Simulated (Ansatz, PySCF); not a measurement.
hydrogen isocyanide cation (CHN), SMILES [C-]#[NH+] (connectivity only; charge and spin as stated), charge +1, multiplicity 2. Atoms are numbered in the order given.

```xyz
3

C      0.0000     0.0000    -0.7140
N      0.0000     0.0000     0.4167
H      0.0000     0.0000     1.4378
```
Charge +1, spin multiplicity 2.

Coordinates come from a B3LYP-D3(BJ)/def2-TZVPD optimisation. The multiplicity is an assumed one; other spin states were not compared.

Two levels are set side by side: PBE-D3(BJ)/def2-TZVPD (Ansatz, a quantum-chemistry and plane-wave program) and B3LYP-D3(BJ)/def2-TZVPD (PySCF). Each level has its own optimised geometry; the coordinates shown are those of the second. Frequencies come from the Hessian of PySCF at each geometry. Differences are taken from unrounded values.

```csv
quantity,B3LYP-D3(BJ),PBE-D3(BJ),PBE-D3(BJ) minus B3LYP-D3(BJ)
mean bond length (Å),1.076,1.085,0.009
bond C1–N2 (Å),1.131,1.141,0.011
bond N2–H3 (Å),1.021,1.029,0.007
highest harmonic wavenumber (cm⁻¹),3542,3473,-69
mean harmonic wavenumber (cm⁻¹),1774,1709,-65
zero-point energy (kcal/mol),10.14,9.77,-0.37
```

GGA bonds tend to be longer and softer than those of functionals with exact exchange. Differences between two approximate levels are no errors against the true value.
